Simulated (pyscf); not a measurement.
**Addition across a multiple bond or ene-type step: O=Mo(=O)(F)–F + hydrogen (H₂) -> O=MoH(OH)(F)–F**

Gas phase, singlet surface, charge 0. Bonds broken: H6–H7. Bonds formed: O1–H6, Mo2–H7. PySCF, gas phase, ωB97X-D3(BJ)/def2-SVP geometries.

Transition state (Å):

```xyz
7

O     -1.0157     0.4398     1.7822
Mo    -0.4350     0.2725     0.1195
O      1.1644     0.6554     0.0921
F     -1.3273     1.5590    -0.8501
F     -0.8760    -0.9421    -1.2115
H     -0.5853    -0.6969     1.7092
H     -0.1409    -1.3540     0.9485
```

One imaginary mode, 1700i cm⁻¹; descent along it reached the two sides named.

```json
[
 {"bond": "H6–H7", "change": "breaks", "reactant side (Å)": "0.760", "saddle": "1.099", "product side": "2.528"},
 {"bond": "O1–H6", "change": "forms", "reactant side (Å)": "2.9", "saddle": "1.218", "product side": "0.964"},
 {"bond": "Mo2–H7", "change": "forms", "reactant side (Å)": "3.2", "saddle": "1.849", "product side": "1.680"}
]
```

Electronic energies relative to the separated reactants (eV):

| level | barrier | reaction energy | reverse barrier |
|---|---|---|---|
| ωB97X-D3(BJ)/def2-TZVP | 1.65 | +0.36 | 1.29 |
| PBE/def2-TZVP | 1.48 | +0.48 | 1.00 |
| r²SCAN/def2-TZVP | 1.51 | +0.41 | 1.10 |
| B3LYP-D3(BJ)/def2-TZVP | 1.64 | +0.39 | 1.25 |
| PBE0-D3(BJ)/def2-TZVP | 1.49 | +0.31 | 1.18 |
| M06-2X/def2-TZVP | 1.70 | +0.31 | 1.39 |
| ωB97M-D3(BJ)/def2-TZVP | 1.64 | +0.33 | 1.31 |

With ωB97M-D3(BJ)/def2-TZVP energies and thermal terms (ideal gas, 1 atm, RRHO with modes under 100 cm⁻¹ raised to 100, one conformer, R ln 2 for chiral ones without a mode under 150 cm⁻¹), in eV:

```tsv
T (K)	ΔH‡	ΔG‡	ΔH	ΔG
298	1.68	2.05	+0.50	+0.82
600	1.64	2.44	+0.49	+1.15
900	1.63	2.84	+0.50	+1.49
1200	1.64	3.24	+0.52	+1.81
```

At the saddle there is also a short H–Mo contact that neither side keeps. This is the saddle that the search found; another between the same sides may lie lower. Elements past Kr carry the def2 core potentials, without spin-orbit coupling.
